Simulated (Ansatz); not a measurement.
Results of LDA in Ansatz (plane waves, PAW) for diamond.

Run with plane-wave cutoff 520 eV, 16×16×16 k mesh, perturbation theory, scalar-relativistic PAW data made under PBE.

The cell has the measured lattice: a = b = c = 3.567 Å, α = β = γ = 90.00°.

Q: Give the computed electronic dielectric constant ε∞ and TO(Γ) frequency.

A: 
- electronic dielectric constant ε∞: 5.81
- TO(Γ) frequency: 1284 cm⁻¹

Measured, for comparison: high-frequency dielectric constant 5.7 (300 K, not corrected to a static lattice, our sources range from 5.50 to 5.70; as tabulated in Skelton et al. (2020), arXiv:2005.00277); zone-centre TO phonon frequency 1333 cm⁻¹ (low temperature, zero-point motion not removed; as tabulated in Kunc et al. (2003), arXiv:cond-mat/0304692). Computed (rounded) less measured: high-frequency dielectric constant +2 % (+2 % to +6 % over the range), zone-centre TO phonon frequency -4 %.

Note: the cell isn't this level's own, so it is under some stress, which shifts stiffness and frequencies.

Ansatz is a program for electronic structure.
